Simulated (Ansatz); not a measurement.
## How far each method lies from full CI for GeH4, singlet

Geometry: a point of a stretch scan, not a stationary point.

```yaml
atoms:
  - { symbol: Ge, position_ang: [-0.0095, -0.0095, -0.0095] }
  - { symbol: H, position_ang: [1.5962, 1.6014, 1.5993] }
  - { symbol: H, position_ang: [-0.8974, -0.8935, 0.8762] }
  - { symbol: H, position_ang: [-0.8933, 0.8750, -0.8987] }
  - { symbol: H, position_ang: [0.8779, -0.8972, -0.8920] }
```

Basis 6-31G (Cartesian d functions); Ansatz 0.2.0. Correlated methods freeze the noble-gas cores and the filled d shells of p-block atoms, which leaves 8 electrons in 23 orbitals. R marks a restricted (for open shells ROHF) determinant, U an unrestricted one. Active spaces: pair = (2e, 2o) about the gap; valence = (8e, 8o) chosen from the atoms' valence shells. No spin–orbit coupling is included, and no scalar relativity.

Full CI is exact within this basis and frozen core; it isn't the basis-set limit. The frozen core follows each run's orbitals, which can shift R against U totals by a few meV for light atoms and by up to 0.1 eV past Ca.

* UHF ⟨S²⟩: 0.802
* T1 diagnostic (RCCSD): 0.0306
* largest doubles amplitude (RCCSD): 0.379

| level | E − E(RHF) (eV) |
| --- | --- |
| RMP2 | -2.1289 |
| RCCSD | -3.3434 |
| RCCSD(T) | -3.4277 |

(1) Estimate how far full CI in 6-31G lies from RCCSD(T). The table doesn't fix it; the size of (T) and the diagnostics are the guide.

(1) Full CI in 6-31G lies 0.86 mEh below RCCSD(T), which is 28 % of the (T) step (-3.10 mEh). T1 is raised, a doubles amplitude is large, RHF is unstable towards spin polarisation, and the rest is a large part of (T).

The other levels:

```csv
level,E − E(full CI) (mEh),share of correlation (%),wall time
CISD,14.13,88.85,0.54 s
BCCD(T),0.94,99.26,0.74 s
RCCSDT,0.14,99.89,–
RCCSDT(Q),0.02,99.98,1.4 s
RCCSDTQ,0.00,100.00,12 s (H100)
CASSCF (pair space),71.14,43.91,–
NEVPT2 (pair space),20.89,83.53,0.62 s
MRCISD (pair space),3.25,97.44,–
MRCISD+Q (pair space),-0.21,100.16,0.73 s
CASSCF (valence space),20.89,83.53,–
NEVPT2 (valence space),5.75,95.47,2.5 s
MRCISD (valence space),0.55,99.56,–
MRCISD+Q (valence space),0.29,99.77,3.4 s
```

The correlation energy at full CI, counted from RHF, is -3.451 eV. That run took 25 s on 2 threads of AMD EPYC 7R13 with a shared H100 80 GB, shared host over 39,205,625 determinants.

Run but not shown, since their state, orbitals or frozen core can't be matched to the reference's or they repeat it: UHF, UMP2, UCCSD, UCCSD(T), UCCSDT, UCCSDT(Q), UCCSDTQ.

Times hold each run's SCF and search for its determinant on a shared host, so for small cases they say little of a method's own cost; rows without a card ran on 1 thread of AMD EPYC 7R13. Some runs computed forces too.

Not variational, and here over 5 meV under the exact energy: MRCISD+Q (pair space).

The full-CI state has the irrep A' of Cs, in the program's axes (one component, if the state is degenerate).

Natural occupations of full CI about the gap: 1.977 1.961 1.961 1.697 0.301 0.032 0.025 0.025 0.004 0.004; effectively unpaired electrons, Σ n²(2−n)², 0.55.
